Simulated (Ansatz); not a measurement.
C₃H₄FN (`NC1(F)C=C1`), relaxed with RKS PBE0-D4/def2-TZVP in Ansatz from a PBE-D4/def2-SVP geometry. The force threshold is 0.005 eV/Å; the program also tests the step.

The species carries charge 0 and has multiplicity 1.

Start:

```xyz
9

N    -0.591   -1.067   -0.704
C    -0.099    0.172   -0.219
F    -0.424    1.248   -1.083
C     1.152    0.319    0.554
C     0.023    0.509    1.215
H    -0.210   -1.246   -1.643
H    -1.612   -1.011   -0.819
H     2.248    0.308    0.548
H    -0.486    0.768    2.150
```

(1) How much energy does the relaxation release, and in how many steps? (Estimate.)

(2) Which bonds change most? (An estimate is asked.)

(3) Give the relaxed structure. (An estimate is asked.)

Results:

(1) The calculation gave: 5.15 kJ/mol, in 5 steps.

(2) Ansatz gave: C2–C4 from 1.478 to 1.457 Å; C4–C5 from 1.321 to 1.300 Å; C2–C5 from 1.478 to 1.457 Å; C5–H9 from 1.096 to 1.078 Å.

(3) Computed: 
```xyz
9

N    -0.591   -1.048   -0.709
C    -0.095    0.174   -0.212
F    -0.419    1.243   -1.070
C     1.138    0.319    0.551
C     0.028    0.506    1.202
H    -0.203   -1.244   -1.624
H    -1.599   -1.009   -0.805
H     2.216    0.304    0.545
H    -0.475    0.755    2.122
```
